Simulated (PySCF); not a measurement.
C₅H₁₂N (charge +1).
Numbering: `[CH3:1][N+:2]1([CH3:3])[CH2:4][CH2:5][CH2:6]1`

Geometry (PBE0-D3(BJ)/def2-SVP, Å), atoms numbered from 1 in this order:
```xyz
18
C5H12N angstrom
C     -0.7564   -1.3803   -0.4355
N     -0.3417   -0.0395    0.0395
C     -1.5056    0.7291    0.5281
C      0.5489    0.6796   -0.9652
C      1.7913    0.3215   -0.1473
C      0.8521   -0.1052    0.9831
H     -1.4775   -1.2626   -1.2546
H      0.1238   -1.9287   -0.7936
H     -1.2212   -1.9264    0.3955
H     -1.1713    1.7127    0.8795
H     -1.9772    0.1809    1.3543
H     -2.2237    0.8525   -0.2933
H      0.4442    0.2676   -1.9772
H      0.2956    1.7476   -0.9740
H      2.3734   -0.5065   -0.5720
H      2.4715    1.1501    0.0814
H      0.7255    0.6391    1.7798
H      0.9744   -1.1020    1.4260
```

NICS = −σ at a ghost point: NICS(0) at the centroid of the ring atoms, NICS(1) 1 Å to either side along the normal of their mean plane, zz for the tensor component along that normal. Level: GIAO CAM-B3LYP/pcSseg-1 (PySCF, non-relativistic, gas phase) on the PBE0-D3(BJ)/def2-SVP geometry, one conformer.

Ring bond lengths (Å): N2–C4 1.523, C4–C5 1.530, C5–C6 1.530, C6–N2 1.523.

Problem. Give the NICS values of each ring in ppm.

Solution. 
```
       ring                                             type  NICS(0)  NICS(1), two faces  NICS(1)zz, two faces  rms pucker (Å)  centre to ring atoms, mean (Å)
N2–C4–C5–C6  4-membered ring with N; formal bonds all single     -3.0         -0.1 / -0.5             3.0 / 2.0            0.08                            1.08
```

Problem. What can be read from them?

Solution. 
- N2–C4–C5–C6: mean NICS(1)zz 2.5 ppm, near zero. N2, C4, C5, C6 have four or more neighbours, so the value isn't read as a sign of a π ring current.

Problem. List the ring angles.

Solution. 
- N2–C4–C5–C6: N2 88.3°, C4 90.7°, C5 87.8°, C6 90.7°; sum 357.5° against 360° for a flat convex ring.

Problem. How do the values depend on the level or the medium?

Solution. 
| level | NICS(0), N2–C4–C5–C6 | mean NICS(1)zz, N2–C4–C5–C6 |
| --- | --- | --- |
| CAM-B3LYP/pcSseg-1, gas | -3.0 | 2.5 |
| PBE0/pcSseg-1, gas | -3.0 | 2.7 |

The geometry is the same throughout.
